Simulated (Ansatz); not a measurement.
# CH5AlO: one structure at several levels

How do the functionals fare away from a minimum? The structure is a displaced guess of a reacting structure.

Computed with Ansatz 0.2.0, Gaussian basis. Level: single points in def2-TZVPP.

Correlated methods freeze the cores.

## (1) Starting geometry

8 atoms, charge 0, spin multiplicity 1.

Atoms are counted from 1 here; the program's logs count them from 0.

Bond lengths: Al1–H2 1.776 Å, Al1–H3 1.785 Å, Al1–H4 1.641 Å, Al1–O5 2.208 Å, Al1–C6 2.350 Å, O5–C6 1.506 Å, C6–H7 1.007 Å, C6–H8 1.182 Å. Angles: H2–Al1–H3 110.7°, H2–Al1–H4 124.5°, H2–Al1–O5 78.5°, H2–Al1–C6 40.2°, H3–Al1–H4 114.1°, H3–Al1–O5 102.8°, H3–Al1–C6 113.6°, H4–Al1–O5 119.9°, H4–Al1–C6 131.4°, O5–Al1–C6 38.4°, Al1–O5–C6 75.9°, Al1–C6–O5 65.7°, Al1–C6–H7 126.8°, Al1–C6–H8 117.3°, O5–C6–H7 117.5°, O5–C6–H8 111.8°, H7–C6–H8 109.9°.

Geometry (Å):

```xyz
8
CH5AlO
Al   -0.9735    0.4117   -0.6323
H    -0.5035   -0.7961    0.5816
H    -1.0941   -0.3347   -2.2498
H    -2.0523    1.6198   -0.3707
O     1.1904    0.8056   -0.4364
C     0.9189   -0.2705    0.5818
H     1.4174   -1.1399    0.4837
H     1.0296    0.1335    1.6870
```

## (2) CCSD(T)/def2-TZVPP

Input file run/in.yaml:

```yaml
crystal:
  periodic: [false, false, false]
  atoms:
    - {symbol: Al, position_ang: [-0.973500, 0.411700, -0.632300]}
    - {symbol: H, position_ang: [-0.503500, -0.796100, 0.581600]}
    - {symbol: H, position_ang: [-1.094100, -0.334700, -2.249800]}
    - {symbol: H, position_ang: [-2.052300, 1.619800, -0.370700]}
    - {symbol: O, position_ang: [1.190400, 0.805600, -0.436400]}
    - {symbol: C, position_ang: [0.918900, -0.270500, 0.581800]}
    - {symbol: H, position_ang: [1.417400, -1.139900, 0.483700]}
    - {symbol: H, position_ang: [1.029600, 0.133500, 1.687000]}
basis:
  gaussian: {orbitals: def2-TZVPP}
correlation: {method: ccsd_t}
output: {forces: true}
```

No record of the launch command was kept for these runs.

## (3) PBE0-D4/def2-TZVPP

run/in.yaml, as its differences from that of step 2:

```diff
@@ -13,3 +13,3 @@
   gaussian: {orbitals: def2-TZVPP}
-correlation: {method: ccsd_t}
-output: {forces: true}
+hamiltonian: {xc: pbe0, dispersion: d4}
+output: {forces: true, orbitals: {seedname: orbitals}}
```

## (4) wB97M-V/def2-TZVPP

run/in.yaml, as its differences from that of step 3:

```diff
@@ -13,3 +13,3 @@
   gaussian: {orbitals: def2-TZVPP}
-hamiltonian: {xc: pbe0, dispersion: d4}
-output: {forces: true, orbitals: {seedname: orbitals}}
+hamiltonian: {xc: {name: wB97M-V}}
+output: {forces: true}
```

## (5) r2SCAN-D4/def2-TZVPP

run/in.yaml, as its differences from that of step 4:

```diff
@@ -13,3 +13,3 @@
   gaussian: {orbitals: def2-TZVPP}
-hamiltonian: {xc: {name: wB97M-V}}
+hamiltonian: {xc: r2scan, dispersion: d4}
 output: {forces: true}
```

## (6) PBE-D4/def2-TZVPP

run/in.yaml, as its differences from that of step 5:

```diff
@@ -13,3 +13,3 @@
   gaussian: {orbitals: def2-TZVPP}
-hamiltonian: {xc: r2scan, dispersion: d4}
+hamiltonian: {xc: pbe, dispersion: d4}
 output: {forces: true}
```

## (7) r2SCANh-D4/def2-TZVPP

run/in.yaml, as its differences from that of step 6:

```diff
@@ -13,3 +13,3 @@
   gaussian: {orbitals: def2-TZVPP}
-hamiltonian: {xc: pbe, dispersion: d4}
+hamiltonian: {xc: {name: r2SCANh}, dispersion: d4}
 output: {forces: true}
```

## (8) B97M-V/def2-TZVPP

run/in.yaml, as its differences from that of step 7:

```diff
@@ -13,3 +13,3 @@
   gaussian: {orbitals: def2-TZVPP}
-hamiltonian: {xc: {name: r2SCANh}, dispersion: d4}
+hamiltonian: {xc: {name: B97M-V}}
 output: {forces: true}
```

(Steps that only read results are left out.)

What does the calculation give? Wanted: energy less free atoms, CCSD(T)/def2-TZVPP; RMS force component; RMS force error; HOMO and LUMO, PBE0-D4; T1 diagnostic.

**Answer**, as computed:

```
                                  quantity                                                                                             value
energy less free atoms, CCSD(T)/def2-TZVPP                                                                                    -2310.8 kJ/mol
                       RMS force component                                                              2.182 to 2.342 eV/Å over the methods
                           RMS force error  PBE0-D4 0.171, wB97M-V 0.114, r2SCAN-D4 0.109, PBE-D4 0.177, r2SCANh-D4 0.138, B97M-V 0.171 eV/Å
                    HOMO and LUMO, PBE0-D4                                                                                -7.55 and -2.35 eV
                             T1 diagnostic                                                                                             0.021
```

In words: Against CCSD(T) the functionals' energies less atoms differ by -113.1 to -31.7 kJ/mol, PBE-D4 by -113.1 kJ/mol. CCSD(T) in triple zeta still lacks some correlation energy of the bonds, so part of these gaps is its own basis error and they don't rank the functionals. On forces the order runs from r2SCAN-D4 to PBE-D4. Frozen-core CCSD(T) forces in triple zeta carry basis errors of their own, and this is one geometry, so small gaps rank nothing.
